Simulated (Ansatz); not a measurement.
Molecule: LiF (charge +1, doublet). 
Structure (B3LYP-D3(BJ)/def2-TZVP (Ansatz, a quantum-chemistry and plane-wave program) minimum search):
```xyz
2

Li     0.0000     0.0000    -1.5294
F      0.0000     0.0000     0.5098
```
Charge +1, spin multiplicity 2.

Basis-set convergence of Hartree-Fock and MP2 correlation energies (hartree) with Ansatz. Valence correlation only, unless marked. UHF or UKS for open shells. No spin-orbit coupling. Non-relativistic.

```tsv
basis	functions	E(HF)	E(corr, MP2)
def2-SVPD	35	-106.53214	-0.14649
def2-TZVPPD	62	-106.65769	-0.19949
def2-QZVPPD	101	-106.66194	-0.22070
```

Extrapolating the two largest sets (X = 3 and 4) as X^-3: E(corr) = (64·(-0.22070) - 27·(-0.19949))/37 = -0.2362 Eh, an estimate of the basis-set limit. The largest set recovers 93.4 % of it, the smallest 62.0 %.
